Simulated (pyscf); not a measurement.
PySCF, gas phase, ωB97X-D3(BJ)/def2-SVP geometries.

### Question
PBE/def2-TZVP puts the barrier of H₂O (SMILES O) + HO–AlH–OH (SMILES [OH][AlH][OH]) → HO–Al(OH)–OH (SMILES [OH][Al]([OH])[OH]) + H₂ (SMILES [H][H]) (four-centre exchange; singlet surface; H–O, Al–H broken, Al–O, H–H formed) at -7.6 kcal/mol and the reaction energy at -26.5 kcal/mol, from the separated reactants. What do r²SCAN/def2-TZVP, PBE0-D3(BJ)/def2-TZVP, ωB97M-D3(BJ)/def2-TZVP give on the same structures?

### Answer
r²SCAN: ΔE‡ = -9.5 kcal/mol, ΔE = -29.9 kcal/mol; PBE0-D3(BJ): ΔE‡ = -6.7 kcal/mol, ΔE = -26.7 kcal/mol; ωB97M-D3(BJ): ΔE‡ = -4.1 kcal/mol, ΔE = -27.7 kcal/mol. PBE's barrier lies among them. Its reaction energy matches one of them and lies within 3.4 kcal/mol of the others. On the reactant side the descent ends in an adduct with a Al–O contact, 22.1 kcal/mol under the separated species and 17.1 kcal/mol under the saddle at ωB97X-D3(BJ)/def2-TZVP. At PBE, r²SCAN, PBE0-D3(BJ), ωB97M-D3(BJ) the saddle lies under the separated reactants, which points to a path from their complex (located at ωB97X-D3(BJ) alone). What is counted as formed (Al–O) is already present as a longer contact in the reactant adduct; forming that adduct is a step of its own. At the saddle there is also a short Al–H contact that neither side keeps. One saddle was located; it need not be the lowest between these sides.
